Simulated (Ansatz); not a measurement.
A made-up structure of CH₃OS (charge +1), singlet:

| atom | x (Å) | y (Å) | z (Å) |
| --- | --- | --- | --- |
| C1 | -0.4929 | 0.4963 | -0.7739 |
| S2 | 0.3807 | -0.6792 | 1.2513 |
| O3 | 0.8152 | -0.1623 | -0.1734 |
| H4 | -1.4427 | 0.5374 | -0.2450 |
| H5 | -0.3831 | 0.9161 | -1.7721 |
| H6 | 1.4173 | -1.2785 | 1.8962 |

It is relaxed with PBE-D4/def2-SVP and then PBE0-D4/def2-TZVP (Ansatz 0.2.0). Atoms count as bonded within 1.22 times the sum of their covalent radii (H–H: 0.88 Å). The end point is not checked to be a true minimum.

Question: Does its bonding change? (Judge from chemistry; the calculation decides.)

Answer: The calculation gives: No: no bond forms or breaks.

Where it ends: The first stage lowers the energy by 2.41 eV in 9 steps. It ends as CH₃OS ([CH2][O][SH]), total charge +1:
C1  (-0.426, 0.453, -0.721)
S2  (0.265, -0.755, 1.494)
O3  (0.471, -0.107, -0.071)
H4  (-1.437, 0.573, -0.327)
H5  (-0.132, 0.812, -1.707)
H6  (1.554, -1.146, 1.515)
(Å)

Labels in which every atom is bracketed show which atoms are joined, not bond orders.

For scale, one of the runs: PBE0-D4/def2-TZVP relaxation, 117 basis functions, launched by `ansatz run in.yaml --threads 2 --pin off --events-out ev --progress --plain --max-ram 4352MiB`. Hardware: 2 CPU threads of an AMD EPYC 7B13, shared host. Wall time about 11 s.
